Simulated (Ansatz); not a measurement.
A nudged elastic band was laid between two geometries of BCl2H + H2 (6 atoms, charge 0, multiplicity 1).

All numbers below come from Ansatz 0.2.0, RKS B3LYP-D4/def2-SVP.

- movable images: 5
- climbing image: yes
- spring: 5.0 eV/Å²
- optimiser: quadratic models (default)
- start path: through a guess of the saddle point
- force threshold: 0.03 eV/Å
- iteration limit: 60
- end points: relaxed

First end point:

```xyz
6
Properties=species:S:1:pos:R:3
B -0.030 0.550 0.106
Cl -0.029 1.002 1.794
H 1.004 0.289 -0.438
Cl -1.523 0.483 -0.798
H -0.314 -2.607 0.594
H -0.050 -2.366 1.264
```

Last end point:

```xyz
6
Properties=species:S:1:pos:R:3
B 0.013 -0.349 -0.557
Cl 0.195 -0.215 2.451
H 0.911 0.443 -0.626
Cl -1.625 0.221 -0.824
H 0.180 -1.529 -0.416
H -0.614 -1.220 2.493
```

**Question.** Which bonds break or form, and what moves?

**Answer.** Bonds broken: B1–Cl2, H5–H6. Bonds formed: B1–H5, Cl2–H6. BCl2H + H2 becomes BClH2 + ClH.

**Question.** Give the energies along the band, and the barrier.

**Answer.** The forces met the threshold. The highest image is number 3 of 0 to 6, 1.39 eV above the first end and 0.67 eV above the last; the last end lies 0.72 eV above the first. A vibrational analysis at the climbing image gives one clearly imaginary mode, 845i cm⁻¹: a first-order saddle point. The orbitals stay closed-shell, which can raise the energy where a bond breaks towards radicals; this wasn't checked here.

```
image  path coordinate (Å)  energy (eV)  B1–Cl2 (Å)  H5–H6 (Å)  B1–H5 (Å)
    0                 0.00         0.00        1.75       0.76       3.21
    1                 0.75         0.06        1.75       0.76       2.56
    2                 1.50         0.51        1.81       0.77       1.86
    3                 2.24         1.39        2.14       1.08       1.30
    4                 2.96         0.84        2.77       1.71       1.21
    5                 3.67         0.73        2.99       2.47       1.20
    6                 4.39         0.72        3.02       3.03       1.20
```

**Question.** What is the geometry of the highest image?

**Answer.** 
```xyz
6
Properties=species:S:1:pos:R:3:forces:R:3
B -0.083 -0.310 0.022 0.00 0.00 0.00
Cl -0.051 0.136 2.112 0.00 0.00 0.00
H 0.991 0.023 -0.380 0.00 0.00 0.00
Cl -1.591 0.218 -0.738 0.00 0.00 0.00
H -0.097 -1.583 0.261 0.00 0.00 0.00
H -0.111 -1.134 1.244 0.00 0.00 0.00
```

**Question.** What are the harmonic wavenumbers there?

**Answer.** 845i, 203, 536, 691, 787, 910, 974, 1115, 1375, 1616, 2204, 2699 cm⁻¹.

The band took 25 iterations and of the order of 4 core-minutes.

Run time: 3.5 min on 1 thread of Arm Neoverse V1 (shared host), peak memory 0.12 GiB.
